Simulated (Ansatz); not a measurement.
# Structure relaxation of SiS₃

Method: Ansatz, DFT r2SCAN, scalar-relativistic, plane waves, PAW. Cutoff 500 eV, Γ-centred k mesh, Gaussian smearing, no spin polarisation in the final step.

SiS₃ was placed on the Ni3Sn (D0_19) structure type (P6_3/mmc, No. 194), with Si in place of Sn, S in place of Ni, at a guessed volume.

```
Si S
1.0
     6.10652    0.00000    0.00000
    -3.05326    5.28840    0.00000
     0.00000    0.00000    4.90143
Si S
2 6
Direct
  0.33333 0.66667 0.25000
  0.66667 0.33333 0.75000
  0.83300 0.66600 0.25000
  0.16700 0.83300 0.75000
  0.33400 0.16700 0.25000
  0.16700 0.33400 0.75000
  0.83300 0.16700 0.25000
  0.66600 0.83300 0.75000
```

Steps on the 3×3×4 mesh (8 atoms). 8 of 8 steps are shown, and the free energy counts from the last. Trial steps that were taken back and renewals of the plane-wave basis can be among the rows.

```
step  ΔF (meV/atom) V (Å³/atom) P (GPa) largest force component (eV/Å)
   1          249.7        19.79    -9.72                           0.617
   2          101.1        17.28    -3.72                           0.606
   3           39.0        15.94     6.76                           0.146
   4           13.4        16.94     1.78                           0.195
   5            8.7        18.25     1.54                           0.586
   6            0.2        17.98     0.02                           0.086
   7           -0.2        18.10     0.07                           0.011
   8            0.0        18.10     0.08                           0.011
```

Steps on the 6×6×4 mesh (8 atoms). 9 of 9 steps are shown, and the free energy counts from the last.

```
step  ΔF (meV/atom) V (Å³/atom) P (GPa) largest force component (eV/Å)
   1           17.8        18.10     1.03                           0.075
   2           14.5        18.91    -0.62                           0.122
   3           12.9        18.98    -0.45                           0.051
   4           10.6        19.05    -0.35                           0.023
   5            7.1        19.09    -0.31                           0.068
   6            3.3        19.07    -0.30                           0.044
   7            6.0        18.88     1.28                           0.016
   8            0.1        19.15    -0.15                           0.011
   9            0.0        19.15    -0.15                           0.011
```

Steps on the 6×6×8 mesh (8 atoms). 4 of 6 steps are shown, and the free energy counts from the last.

| step | ΔF (meV/atom) | V (Å³/atom) | P (GPa) | largest force component (eV/Å) |
| --- | --- | --- | --- | --- |
| 1 | 2.5 | 19.15 | -0.35 | 0.166 |
| 2 | 0.7 | 19.46 | -0.41 | 0.124 |
| 3 | 0.2 | 19.49 | 0.34 | 0.027 |
| 6 | 0.0 | 19.59 | 0.00 | 0.001 |

A final relaxation ran on a 6×6×8 mesh. The relaxed crystal, P6_3/mmc (No. 194):

```
Si S
1.0
     6.15983    0.00000    0.00000
    -3.07991    5.33457    0.00000
     0.00000    0.00000    4.76863
Si S
2 6
Direct
  0.33333 0.66667 0.25000
  0.66667 0.33333 0.75000
  0.79123 0.58246 0.25000
  0.20877 0.79123 0.75000
  0.41754 0.20877 0.25000
  0.20877 0.41754 0.75000
  0.79123 0.20877 0.25000
  0.58246 0.79123 0.75000
```

- Volume per atom: 19.6 Å³
- Density: 2.6 g/cm³
- Energy over the elements: 0.96 eV/atom
- Gap on the 6×6×8 mesh: 0 eV (a metal)

The zero of energy is the elements' standard structures at the same level; no fitted shifts are applied.

The final run used a 6×6×8 mesh on its 8-atom cell and 0.10 eV smearing. The k mesh leaves about 4 meV/atom of noise in metals. Weakly bound directions are ill-defined at this level, which has no dispersion term.

A structure relaxed within its symmetry needn't be a true minimum.

Cost: 4 runs of about 2.3 core-minutes in all, on Intel Xeon 6975P-C (Granite Rapids) (shared hosts).